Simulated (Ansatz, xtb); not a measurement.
## Ligand exchange: Cl2 + SiH3(SiH3) → 2 SiH3Cl

Species: Cl2 (chlorine), singlet; SiH3(SiH3) (disilane), singlet; SiH3Cl (chlorosilane) `[SiH3]Cl`, singlet. The partners trade Cl for SiH3: Cl–Cl and Si–SiH3 bonds give way to Cl–SiH3 and Si–Cl.

Shapes, held fixed at every level: PBE0-D4/def2-TZVP. Programs: Ansatz 0.2.0, xtb 6.7.1. The zero-point and thermal change to 298 K, harmonic and unscaled (PBE0-D4/def2-TZVP), is +3.9 kJ/mol.

```tsv
level	kind	ΔH(298 K) (kJ/mol)	less CCSD(T)/CBS estimate	CPU time (sum over the molecules)
GFN0-xTB	semi-empirical	-329.0	+22.1	0.12 s
HF/def2-TZVPP	Hartree–Fock	-384.7	-33.6	–
PBE-D4/def2-TZVPP	GGA	-316.0	+35.1	6.8 s
r2SCAN-D4/def2-TZVPP	meta-GGA	-347.8	+3.3	14 s
B3LYP-D4/def2-TZVPP	global hybrid	-337.9	+13.2	8.6 s
r2SCAN0-D4/def2-TZVPP	global hybrid	-357.1	-6.0	12 s
CCSD(T)/def2-SVP	coupled cluster or CI	-350.9	+0.2	4.2 s
CCSD(T)/def2-TZVPP	coupled cluster or CI	-351.0	+0.1	22 s
CCSD(T)/CBS estimate	coupled cluster or CI	-351.1	0.0	1.7 min
```

The highest level, CCSD(T)/CBS estimate, gives ΔH(298 K) = -351.1 kJ/mol; the levels span -384.7 to -316.0. The column of differences is taken from that level and isn't an error. No measured value is set beside it here. The CBS estimate extrapolates MP2 from def2-TZVPP and def2-QZVPP and adds CCSD(T) − MP2 in the triple-zeta set, cores frozen. Times are processor times on shared x86 and Arm servers, and rough.
